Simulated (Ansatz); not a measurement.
Write a Python script for the Python package of Ansatz (0.2.0) that makes a rigid scan of one bond angle of C2H4N2, SMILES N=CC=N. Use (for the species named): B3LYP, 6-31G* basis, multiplicity 1.

```xyz
8

N    -1.2065    0.9626   -0.4709
C    -0.0340    0.7617   -0.1625
C     0.4206   -0.6030    0.2042
N    -0.2478   -1.6234    0.2465
H    -1.3738    1.9923   -0.7243
H     0.7421    1.5652   -0.1468
H     1.5510   -0.6621    0.4723
H     0.2406   -2.4504    0.5257
```

`run_bend.py`
```python
"""Energy of C2H4N2 against one bond angle."""

import ansatz as az
from ase import Atoms

atoms = Atoms(["N", "C", "C", "N", "H", "H", "H", "H"], positions=[
    (-1.2065, 0.9626, -0.4709),
    (-0.034, 0.7617, -0.1625),
    (0.4206, -0.603, 0.2042),
    (-0.2478, -1.6234, 0.2465),
    (-1.3738, 1.9923, -0.7243),
    (0.7421, 1.5652, -0.1468),
    (1.551, -0.6621, 0.4723),
    (0.2406, -2.4504, 0.5257),
])

# relax first, so that the scan starts from a minimum
first = az.Crystal.molecule_from_ase(atoms).calculation()
first = first.basis(gaussian="6-31G*")
first = first.functional("b3lyp").relax(force_tolerance=0.02, max_steps=80)
atoms.positions = first.run(threads=1).report["positions_ang"]

rows = []
for angle in [85, 95, 105, 115, 125, 140, 160]:
    bent = atoms.copy()
    bent.set_angle(2, 3, 7, angle, indices=[7])
    calculation = (
        az.Crystal.molecule_from_ase(bent).calculation()
        .basis(gaussian="6-31G*")
        .functional("b3lyp")
    )
    rows.append((angle, calculation.run(threads=1).report["free_energy_ev"]))
floor = min(e for _, e in rows)
for angle, e in rows:
    print(f"angle C2-N3-H7 = {angle:3d} deg   {1000 * (e - floor):9.1f} meV")
```

```console
$ python run_bend.py
angle C2-N3-H7 =  85 deg       594.7 meV
angle C2-N3-H7 =  95 deg       184.6 meV
angle C2-N3-H7 = 105 deg         0.3 meV
angle C2-N3-H7 = 115 deg         0.0 meV
angle C2-N3-H7 = 125 deg       140.3 meV
angle C2-N3-H7 = 140 deg       514.1 meV
angle C2-N3-H7 = 160 deg      1049.2 meV
```

The scan is rigid, and the energies are electronic, in a modest basis. The zero is the lowest point of the grid, which needn't be the minimum. b3lyp holds the VWN-RPA fit, as in Gaussian; the form of ORCA and Turbomole is b3lyp5. Finished in 24 s on 1 thread of Arm Neoverse V1, on a shared host, peak memory 0.2 GiB.
